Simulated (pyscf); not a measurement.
Four-centre exchange: H₂N–Nb(Cl)(Cl)(Cl)–Cl + water (H₂O) -> H₂N–Nb(OH)(Cl)(Cl)–Cl + hydrogen chloride (HCl)

Gas phase, singlet surface, charge 0. Bonds broken: Nb2–Cl3, O9–H10. Bonds formed: Nb2–O9, Cl3–H10. Single points on ωB97X-D3(BJ)/def2-SVP structures (PySCF, gas phase).

Transition state (Å):

```xyz
11

N      0.0169    -0.9316     0.4770
Nb    -1.4342     0.3353     0.3195
Cl    -0.5563     0.6367    -2.2917
Cl    -2.8816    -1.1636    -0.5894
Cl    -2.1237     0.3062     2.4871
Cl    -2.5313     2.3755    -0.1017
H     -0.1340    -1.9395     0.4340
H      1.0043    -0.6914     0.5380
O      0.2318     1.5144     0.1477
H      0.1577     1.2621    -1.2311
H      0.0311     2.4540     0.2723
```

One imaginary mode, 550i cm⁻¹; descent along it reached the two sides named, in the forms told below.

| bond | change | reactant side (Å) | saddle | product side |
|---|---|---|---|---|
| Nb2–Cl3 | breaks | 2.366 | 2.8 | 3.0 |
| O9–H10 | breaks | 0.973 | 1.404 | 2.432 |
| Nb2–O9 | forms | 2.336 | 2.048 | 1.907 |
| Cl3–H10 | forms | 2.588 | 1.423 | 1.288 |

Electronic energies relative to the separated reactants (eV):

| level | barrier | reaction energy | reverse barrier |
|---|---|---|---|
| ωB97X-D3(BJ)/def2-TZVP | 0.34 | +0.18 | 0.16 |
| PBE/def2-TZVP | 0.31 | +0.13 | 0.18 |
| r²SCAN/def2-TZVP | 0.24 | +0.11 | 0.13 |
| B3LYP-D3(BJ)/def2-TZVP | 0.34 | +0.13 | 0.21 |
| PBE0-D3(BJ)/def2-TZVP | 0.31 | +0.16 | 0.15 |
| M06-2X/def2-TZVP | 0.34 | +0.10 | 0.24 |
| ωB97M-D3(BJ)/def2-TZVP | 0.35 | +0.04 | 0.31 |
| HF/def2-TZVP | 1.05 | -0.03 | 1.08 |

With ωB97M-D3(BJ)/def2-TZVP energies and thermal terms (ideal gas, 1 atm, RRHO with modes under 100 cm⁻¹ raised to 100, one conformer, R ln 2 for chiral ones without a mode under 150 cm⁻¹), in eV:

| T (K) | ΔH‡ | ΔG‡ | ΔH | ΔG |
|---|---|---|---|---|
| 298 | 0.25 | 0.74 | -0.04 | -0.06 |
| 600 | 0.26 | 1.23 | -0.02 | -0.08 |
| 900 | 0.29 | 1.70 | 0.00 | -0.12 |
| 1200 | 0.33 | 2.16 | +0.02 | -0.16 |

On the reactant side the descent ends in an adduct with a Nb–O contact, 0.47 eV under the separated species and 0.81 eV under the saddle at ωB97X-D3(BJ)/def2-TZVP. On the product side the descent ends in an adduct with a Cl–Nb contact, 0.05 eV under the separated species and 0.21 eV under the saddle at ωB97X-D3(BJ)/def2-TZVP. What is counted as formed (Nb–O) is already present as a longer contact in the reactant adduct; forming that adduct is a step of its own. What is counted as broken (Cl–Nb) persists as a longer contact in the product adduct; parting that adduct is a step of its own. One saddle was located; it need not be the lowest between these sides. Elements past Kr carry the def2 core potentials, without spin-orbit coupling.
